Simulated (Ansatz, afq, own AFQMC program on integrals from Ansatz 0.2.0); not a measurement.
Integrals from Ansatz 0.2.0, then the random walk in our own AFQMC program (afq).

```yaml
crystal:
  periodic: [false, false, false]
  atoms:
    - {symbol: W, position_ang: [0.000000, 0.000000, 0.000000]}
    - {symbol: H, position_ang: [0.000000, 0.000000, 1.689971]}
basis:
  gaussian: {orbitals: def2-TZVP}
magnetization: {spin_polarized: false, initial_magnetization: 3}
correlation: {method: ccsd_t, electrons: outside_noble_gas, hamiltonian_folder: ham}
```

```sh
$ ansatz run in.yaml --threads 1 --pin off --events-out ev --progress --plain --max-ram 1382MiB
```

afq runs on the folder ham with

```
--method phaseless --trial cisd --walkers 60 --populations 1 --least-time 40 --time-step 0.005 --steps-per-block 50 --equilibration-blocks 40 --max-blocks 300 --target-error 0.00032 --factor-cut 1e-05 --start spin_pure --seed 4290 --release-times 0.24,0.6,1.2,2,3,4.2 --release-step 0.04 --release-every 4 --taylor-order 6
```

Times are imaginary, in 1/Eh. The walk had a cap of 1826 s. Core potentials past Kr, no spin–orbit coupling.

Output of the walk:

```
orbitals 42  electrons 5 2  factors 327 of 424
reference energy -66.84928961 Eh
CCSD correlation -0.13567316 Eh in 18 cycles, weight of the determinant in the CISD state 0.8649
energy of the start -66.984963 Eh
 block  time / (1/Eh)  mean weight  energy / Eh
     1     0.250  0.9989  -66.984121
     2     0.500  1.0008  -66.985393
     3     0.750  1.0008  -66.984970
     4     1.000  1.0008  -66.985765
     5     1.250  1.0006  -66.985903
     7     1.750  1.0012  -66.987821
     9     2.250  0.9991  -66.988291
    17     4.250  0.9996  -66.988954
    33     8.250  1.0005  -66.992370
    49    12.250  0.9985  -66.992523
    65    16.250  0.9999  -66.990458
    81    20.250  1.0011  -66.994839
    97    24.250  0.9985  -66.990528
   113    28.250  1.0001  -66.993034
   129    32.250  1.0002  -66.989311
   145    36.250  1.0000  -67.001801
   161    40.250  0.9987  -66.996409
   177    44.250  1.0000  -66.993152
   193    48.250  1.0005  -66.997550
   209    52.250  1.0024  -66.992657
   225    56.250  1.0015  -66.988938
   233    58.250  1.0002  -66.984524
   241    60.250  1.0012  -66.991420
   257    64.250  1.0000  -66.990588
   273    68.250  0.9995  -66.988750
   289    72.250  0.9988  -66.984931
   305    76.250  0.9995  -66.994733
   321    80.250  1.0005  -66.990171
   337    84.250  1.0012  -66.993072
blocks merged  error / Eh  count
     1  0.000193  300
     2  0.000245  150
     4  0.000296  75
     8  0.000347  37
    16  0.000354  18
    32  0.000285  9
released: time / (1/Eh)  energy / Eh  error  mean overlap
  0.24  -66.991958  0.000382  1.0060
  0.60  -66.992166  0.000371  1.0026
  1.20  -66.991727  0.000448  0.9923
  2.00  -66.992816  0.000488  0.9947
  3.00  -66.993401  0.000674  0.9938
  4.20  -66.993149  0.000841  0.9921
energy -66.991929 +/- 0.000354 Eh
(rows thinned)
```

The run passed its tests (sampling time, drift between the halves within three errors, error under three times the target), which doesn't prove that it has relaxed.

Against this walk (error 9.6 meV) on the same determinant: CCSD(T) 18.0 meV higher (within the noise), CCSDT(Q) 57.8 meV lower. The error is statistical and leaves out the bias of the constraint. None of these is a sure reference here. The released energies are still falling (meV from the phaseless value at times in 1/Eh: -6 ± 10 at 0.60, 6 ± 12 at 1.20, -24 ± 13 at 2.00, -40 ± 18 at 3.00, -33 ± 23 at 4.20), so they give no level.

Cautions: constraint bias not in the error; error above the target (9.6 against 8.7 meV); no spin-orbit coupling; outer-core shells of the metal frozen; lower spins were not checked; higher spins were not checked; a spin-contaminated unrestricted determinant lies lower (UHF 525 meV lower, ⟨S²⟩ 4.55); CCSDT(Q) on the UHF determinant differs (22 meV lower), perhaps since the unrestricted series falls towards higher spin.

The walk took 8.9 min on 1 thread of Arm Neoverse V2, with other jobs on the host. The log's last line is the phaseless energy.

CCSDT and higher add their correlation energy to the determinant of the CCSD(T) run, since their own runs factorise the integrals more tightly (a shift of under 2 meV). A walk keeps the symmetry of its determinant, which the program's search chose and which needn't be the lowest solution, so a lower state of the same spin and another symmetry isn't excluded.
